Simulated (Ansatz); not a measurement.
Relaxation of the cluster Si3⁻ with UKS PBE-D4/def2-TZVPD.

```sh
$ ansatz run in.yaml --threads 4 --pin off --events-out ev --progress --plain --max-ram 3916MiB
```

```yaml
crystal:
  periodic: [false, false, false]
  atoms:
    - {symbol: Si, position_ang: [-1.887890, -0.895050, 0.414760]}
    - {symbol: Si, position_ang: [0.000710, -0.001920, -0.001050]}
    - {symbol: Si, position_ang: [1.887190, 0.896970, -0.413710]}
basis:
  gaussian: {orbitals: def2-TZVPD}
total_charge: -1
magnetization: {spin_polarized: true, initial_magnetization: 1}
hamiltonian: {xc: pbe, dispersion: d4}
scf: {lower_state_search: "off"}
output: {orbitals: {seedname: orbitals}}
relax: {f_tol: 0.02, max_steps: 100}
```

It took 3 s on 4 threads of Arm Neoverse V2 on a shared host.

Positions (Å) and forces (eV/Å) at steps 1, 2, 3 of 3:

```xyz
3
step=1 energy=-23619.6407 eV
Si   -1.888   -0.895    0.415   -0.950   -0.449    0.209
Si    0.001   -0.002   -0.001    0.000   -0.004   -0.002
Si    1.887    0.897   -0.414    0.949    0.453   -0.208
3
step=2 energy=-23619.7053 eV
Si   -1.936   -0.918    0.425   -0.129   -0.061    0.029
Si    0.001   -0.002   -0.001    0.000   -0.001    0.000
Si    1.936    0.920   -0.424    0.129    0.062   -0.028
3
step=3 energy=-23619.7067 eV
Si   -1.944   -0.922    0.427   -0.012   -0.005    0.003
Si    0.001   -0.002   -0.001    0.000    0.000    0.000
Si    1.944    0.924   -0.426    0.012    0.006   -0.002
```

The highest occupied level of the charge -1 doublet lies above zero (up to 0.30 eV). The electron is either unbound and held by the finite basis, or the level is raised by self-interaction error. Another isomer (doublet) lies 1.16 eV lower at PBE0-D4/def2-TZVPD; other spin states weren't run for this one.
